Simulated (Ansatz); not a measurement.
The reference is InP in the zinc blende structure (space group F-43m, No. 216).

```
CELL_PARAMETERS angstrom
      0.00000     2.95351     2.95351
      2.95351     0.00000     2.95351
      2.95351     2.95351     0.00000
ATOMIC_POSITIONS crystal
  P  0.75000 0.75000 0.75000
  In 0.00000 0.00000 0.00000
```

Computed with Ansatz (an electronic-structure program) r2SCAN, spin-orbit coupling left out.

Now apply this change: every In is replaced by Ga; the structure is relaxed again.

Measured band gap: InP 1.47 eV (static lattice; corrected from measurement; as listed in Wei Chen et al., Physical Review Materials (2018)); GaP 2.43 eV (static lattice; corrected from measurement; as listed in Wei Chen et al., Physical Review Materials (2018)).

Measured lattice parameter a: InP 5.858 Å (static lattice; corrected from measurement; as listed in Daniel Mejia-Rodriguez, S. B. Trickey, Phys. Rev. B (2018)); GaP 5.439 Å (static lattice; corrected from measurement; as listed in Daniel Mejia-Rodriguez, S. B. Trickey, Phys. Rev. B (2018)).

**Question.** How well does r2SCAN reproduce the measured shift?

**Answer.** With r2SCAN the band gap moves by +0.82 eV (1.03 → 1.85) against +0.96 eV measured; the lattice parameter a moves by -0.456 Å (5.907 → 5.451) against -0.419 Å measured.

Stability against distortions was not tested.
